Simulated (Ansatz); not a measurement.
Start from `CCF` and change one atom or group to get `CC(F)F`.

Ansatz, PBE0-D4/def2-TZVP geometries, multiplicity 1. 

| property | `CCF` |
| --- | --- |
| HOMO energy (ωB97M-V/def2-TZVPP) / eV | -11.77 |
| HOMO–LUMO gap (PBE0/def2-TZVPP) / eV | 10.79 |
| LUMO energy (ωB97M-V/def2-TZVPP) / eV | 2.85 |
| HOMO energy (B3LYP/def2-TZVPP) / eV | -9.14 |
| LUMO energy (PBE/def2-TZVPP) / eV | 0.65 |
| HOMO–LUMO gap (PBE/def2-TZVPP) / eV | 8.28 |

(1) Give the same properties after the change, and the shifts. (Best estimate.)

Results:

(1) Ansatz gave: 
```csv
property,`CC(F)F`,shift
HOMO energy (ωB97M-V/def2-TZVPP) / eV,-12.08,-0.31
HOMO–LUMO gap (PBE0/def2-TZVPP) / eV,11.15,0.36
LUMO energy (ωB97M-V/def2-TZVPP) / eV,2.91,0.06
HOMO energy (B3LYP/def2-TZVPP) / eV,-9.44,-0.30
LUMO energy (PBE/def2-TZVPP) / eV,0.71,0.06
HOMO–LUMO gap (PBE/def2-TZVPP) / eV,8.58,0.30
```

With PBE0 the HOMO falls by 0.30 eV and the LUMO rises by 0.06 eV, so the gap widens by about 0.36 eV. PBE moves the HOMO by -0.24 eV and ωB97M-V by -0.31 eV.

B3LYP here is the variant with VWN-RPA as its local correlation; programs differ in this.
